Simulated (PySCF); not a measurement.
Input and output of a TDDFT job on `C=CS` (ethenethiol).

Computed with PySCF, TDDFT PBE0/aug-cc-pVTZ, vertical, gas phase, core orbitals frozen in the response.

Input of the driver that calls PySCF (job settings, then Cartesian coordinates in Å):

```
{"job": {"kind": "uv", "xc": "PBE0", "basis": "aug-cc-pVTZ", "ip": false, "dynamic": true}, "charge": 0, "multiplicity": 1}
C     -0.8121     0.4144    -0.0611
C      0.0807    -0.5652    -0.1221
S      1.6572    -0.6387     0.6210
H     -0.6355     1.3287     0.4943
H     -1.7582     0.3210    -0.5793
H     -0.1275    -1.4679    -0.6887
H      1.6314     0.5800     1.1853
```

The self-consistent field part of the output:

```
coarse grid: 6280 points
cycle   1  E = -476.5643524332  dE =  2.275e-01  |g| = 2.809e-01  |ddm| = 5.251e+00
cycle   2  E = -476.5598435889  dE =  4.509e-03  |g| = 3.131e-01  |ddm| = 9.971e-01
cycle   3  E = -476.5855545205  dE = -2.571e-02  |g| = 5.526e-02  |ddm| = 5.301e-01
cycle   4  E = -476.5863378740  dE = -7.834e-04  |g| = 2.433e-02  |ddm| = 1.207e-01
cycle   5  E = -476.5864811513  dE = -1.433e-04  |g| = 7.604e-03  |ddm| = 3.877e-02
cycle   6  E = -476.5864967408  dE = -1.559e-05  |g| = 1.584e-03  |ddm| = 1.216e-02
cycle   7  E = -476.5864972705  dE = -5.297e-07  |g| = 3.062e-04  |ddm| = 2.460e-03
final grid: 55656 points
cycle   8  E = -476.5889671395  dE = -3.296e-05  |g| = 7.118e-03  |ddm| = 2.268e-01
cycle   9  E = -476.5889572074  dE =  9.932e-06  |g| = 9.007e-03  |ddm| = 2.525e-02
cycle  10  E = -476.5889789015  dE = -2.169e-05  |g| = 6.452e-04  |ddm| = 1.412e-02
cycle  11  E = -476.5889790168  dE = -1.154e-07  |g| = 2.531e-04  |ddm| = 1.289e-03
cycle  12  E = -476.5889790307  dE = -1.392e-08  |g| = 8.283e-05  |ddm| = 4.259e-04
cycle  13  E = -476.5889790325  dE = -1.750e-09  |g| = 1.673e-05  |ddm| = 1.378e-04
cycle  14  E = -476.5889790326  dE = -8.072e-11  |g| = 2.737e-06  |ddm| = 3.333e-05
converged SCF energy = -476.5889790326
```

Q: What follows in the output?

A: 
```
Static polarisability (au): isotropic 49.003, principal 36.780 43.773 66.456

Singlet excitations
state   eV       nm        f      main configurations
  1   5.1475    240.9   0.00154   H->L+1 0.72, H->L+3 0.10, H->L 0.08
  2   5.6723    218.6   0.23393   H->L 0.83, H->L+1 0.12
  3   5.7677    215.0   0.00426   H->L+3 0.44, H->L+4 0.35, H->L+1 0.14
  4   5.8715    211.2   0.01017   H->L+2 0.96
  5   6.1990    200.0   0.02140   H->L+4 0.56, H->L+3 0.41
  6   6.9617    178.1   0.00239   H->L+5 0.89
  7   7.1678    173.0   0.00099   H->L+6 0.94
  8   7.2469    171.1   0.00120   H->L+7 0.93
  9   7.5913    163.3   0.00718   H->L+8 0.88
 10   7.8686    157.6   0.00306   H->L+9 0.97

Triplet excitations (Tamm-Dancoff, eV): 3.8096 4.8221 5.5338 5.7605
```

The SCF starts on a coarse grid; the energy jumps when the final grid takes over, and dE counts afresh there. The run used 234 basis functions and 14 SCF iterations for the ground state.

The run took 15 s on an Arm Neoverse V1 with one thread, no GPU, shared host with 32 logical CPUs at a one-minute load of 9.0, and the process peaked at 0.76 GiB of memory.

Q: What transition dipole does the oscillator strength of state 2, the strongest, imply?

A: From f = (2/3)·ΔE·|μ|² in atomic units, ΔE = 0.2085 Eh and f = 0.2339 give |μ| = 1.30 au (3.30 D).

Isolated species at its PBE0-D3(BJ)/def2-TZVP geometry (one conformer only).
